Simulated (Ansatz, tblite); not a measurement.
# (BeTe)2 ring (Be₂Te₂): rung by rung

Aim: run the singlet of (BeTe)2 ring (Be₂Te₂) at one geometry on many levels, and compare frontier levels, spin and run time.

Computed with Ansatz 0.2.0, Gaussian basis. Level: as each input shows.

Plan: GFN1-xTB, GFN2-xTB, PBE-D4/def2-TZVP, r2SCAN-D4/def2-TZVP, ωB97M-V/def2-TZVP, BLYP-D4/def2-TZVP, CAM-B3LYP-D4/def2-TZVP, PBE-QIDH/def2-TZVP, LC-ωPBE/def2-TZVP, B3LYP-D4/def2-TZVP, B2PLYP/def2-TZVP, PBE-D4/def2-SVP, PBE0-D4/def2-SVP, CCSD(T)/def2-TZVPP, MP2/def2-TZVP, RPA/def2-TZVP.

3 further runs of the same task are left out: 1 that didn't finish, 2 set aside as unsound or not needed.

## Step 1: The relaxed structure

The singlet was relaxed beforehand with PBE0-D4/def2-TZVP.

4 atoms, charge 0, spin multiplicity 1.

Bond lengths: Be1–Te2 2.264 Å, Be1–Te4 2.264 Å, Te2–Be3 2.264 Å, Be3–Te4 2.264 Å. Angles: Te2–Be1–Te4 125.3°, Be1–Te2–Be3 54.7°, Te2–Be3–Te4 125.3°, Be1–Te4–Be3 54.7°.

Te takes a core potential in the def2 sets. No spin-orbit coupling is included.

PBE0-D4/def2-TZVP was run before; its log isn't repeated, and its numbers join the tables.

## Step 2: GFN1-xTB

Tight binding, by tblite at 300 K electronic temperature and without a spin-polarisation term:

```python
tblite.interface.Calculator('GFN1-xTB', numbers, positions, charge=0, uhf=0).singlepoint()
```

Energy -247.8832 eV, HOMO -8.64 eV, LUMO -7.59 eV; 0.003 s.

## Step 3: GFN2-xTB

Tight binding, by tblite at 300 K electronic temperature and without a spin-polarisation term:

```python
tblite.interface.Calculator('GFN2-xTB', numbers, positions, charge=0, uhf=0).singlepoint()
```

Energy -204.9443 eV, HOMO -6.45 eV, LUMO -3.96 eV; 0.005 s.

## Step 4: PBE-D4/def2-TZVP

start.molden holds the orbitals of an earlier run on this state, given as this run's starting guess.

in.yaml

```yaml
crystal:
  periodic: [false, false, false]
  atoms:
    - {symbol: Be, position_ang: [-0.031272, -0.966733, 0.384854]}
    - {symbol: Te, position_ang: [-1.480607, 0.544227, 1.246732]}
    - {symbol: Be, position_ang: [0.031275, 0.966737, -0.384862]}
    - {symbol: Te, position_ang: [1.480613, -0.544221, -1.246734]}
basis:
  gaussian: {orbitals: def2-TZVP, initial_orbitals: start.molden}
hamiltonian: {xc: pbe, dispersion: d4}
scf: {omitted_lower_state_checks: [starts]}
output: {orbitals: {seedname: orbitals}}
```

Command:

```sh
ansatz run in.yaml --threads 4 --pin off --events-out ev --progress --plain --max-ram 3916MiB
```

Further steps of the session: r2SCAN-D4/def2-TZVP; ωB97M-V/def2-TZVP; BLYP-D4/def2-TZVP; CAM-B3LYP-D4/def2-TZVP; PBE-QIDH/def2-TZVP; LC-ωPBE/def2-TZVP; B3LYP-D4/def2-TZVP; B2PLYP/def2-TZVP; PBE-D4/def2-SVP; PBE0-D4/def2-SVP; CCSD(T)/def2-TZVPP; MP2/def2-TZVP; RPA/def2-TZVP.

Q: Predict the results of all the runs planned. Wanted: gap in def2-TZVP, named functionals, smallest and largest; correlation energy, CCSD(T)/def2-TZVPP; correlation energy, MP2/def2-TZVP; binding an atom, CCSD(T)/def2-TZVPP; PBE0 total energy, smallest basis above largest.

As calculated:

```
                                                 quantity                                 value
gap in def2-TZVP, named functionals, smallest and largest  1.61 eV (BLYP-D4), 7.48 eV (LC-ωPBE)
                   correlation energy, CCSD(T)/def2-TZVPP                             -28.06 eV
                        correlation energy, MP2/def2-TZVP                             -28.47 eV
                      binding an atom, CCSD(T)/def2-TZVPP                              2.116 eV
          PBE0 total energy, smallest basis above largest         1.44 eV (def2-SVP, def2-TZVP)
```

Over the named functionals in def2-TZVP the gap runs from 1.61 eV (BLYP-D4) to 7.48 eV (LC-ωPBE); exact exchange widens it. The functionals in def2-TZVP miss CCSD(T)/def2-TZVPP by +0.201 (ωB97M-V) to +0.453 eV (PBE-D4) an atom. The reference is CCSD(T) in one finite basis, so it carries an error of its own, often a tenth of an eV or more, and near misses can't be ranked.
